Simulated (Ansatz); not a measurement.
Dissociation curve of LiF, singlet.

Level of theory: full CI/cc-pVDZ, frozen core (Ansatz, a program for electronic structure).

Relative to R = 1.59 Å, what are the energies at R = 1.74, 1.94, 2.60, 3.45 Å?

14.6 kJ/mol at 1.74 Å, 59.8 kJ/mol at 1.94 Å, 241.3 kJ/mol at 2.60 Å, 424.6 kJ/mol at 3.45 Å.

The scan ran from 1.25 to 6.25 Å; beyond the distances shown full CI changes its symmetry label.
